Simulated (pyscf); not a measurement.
## Hydrogen abstraction: H₃C–CH₂–SiH₃ + H• -> H₃C–CH₂–SiH₂• + H₂

Gas phase, doublet surface, charge 0. Bonds broken: Si3–H9. Bonds formed: H9–H12. Single points on ωB97X-D3(BJ)/def2-SVP structures (PySCF, gas phase).

Transition state (Å):

```xyz
12

C     -1.3350     0.1180    -1.3631
C     -0.2785     0.1737    -0.2515
Si    -1.0128     0.3869     1.4713
H     -2.0310    -0.7239    -1.2151
H     -0.8717    -0.0067    -2.3552
H     -1.9371     1.0409    -1.3930
H      0.3319    -0.7460    -0.2516
H      0.4256     1.0054    -0.4284
H      0.1571     0.4317     2.5500
H     -1.9163    -0.7526     1.8170
H     -1.7847     1.6628     1.5743
H      1.0749     0.4582     3.3184
```

One imaginary mode, 960i cm⁻¹; descent along it reached the two sides named.

| bond | change | reactant side (Å) | saddle | product side |
|---|---|---|---|---|
| Si3–H9 | breaks | 1.494 | 1.592 | 3.3 |
| H9–H12 | forms | 3.5 | 1.197 | 0.761 |

Electronic energies relative to the separated reactants (kJ/mol):

```
level                   barrier  reaction energy  reverse barrier
----------------------  -------  ---------------  ---------------
ωB97X-D3(BJ)/def2-TZVP     19.5            -43.4             62.9
PBE/def2-TZVP              -0.5            -56.3             55.8
r²SCAN/def2-TZVP           -4.5            -62.1             57.7
B3LYP-D3(BJ)/def2-TZVP      0.3            -60.1             60.5
PBE0-D3(BJ)/def2-TZVP       7.0            -50.0             57.0
M06-2X/def2-TZVP           22.0            -58.1             80.1
ωB97M-D3(BJ)/def2-TZVP     19.8            -44.3             64.1
HF/def2-TZVP               56.1            -26.4             82.4
```

With ωB97M-D3(BJ)/def2-TZVP energies and thermal terms (ideal gas, 1 atm, RRHO with modes under 100 cm⁻¹ raised to 100, one conformer, R ln 2 for rigid chiral ones), in kJ/mol:

```tsv
T (K)	ΔH‡	ΔG‡	ΔH	ΔG
298	13.3	39.4	-41.1	-47.0
600	12.3	66.3	-41.0	-53.1
900	11.9	93.4	-42.8	-58.9
1200	11.4	120.6	-45.5	-63.8
```

At r²SCAN this geometry lies under the reactants; that is no barrier but a single point on another level's saddle; such a level's own saddle, if it has one, lies nearer that side and is low. H₃C–CH₂–SiH₃ lies 53.6 kJ/mol over its isomer H₃C–SiH₂–CH₃, and others may lie lower still (electronic energy, ωB97M-D3(BJ)). H₃C–CH₂–SiH₂• lies 48.9 kJ/mol over its isomer H₃C–SiH•–CH₃, and others may lie lower still (electronic energy, ωB97M-D3(BJ)). This is the saddle that the search found; another between the same sides may lie lower. The angle at the transferred H is 177°.
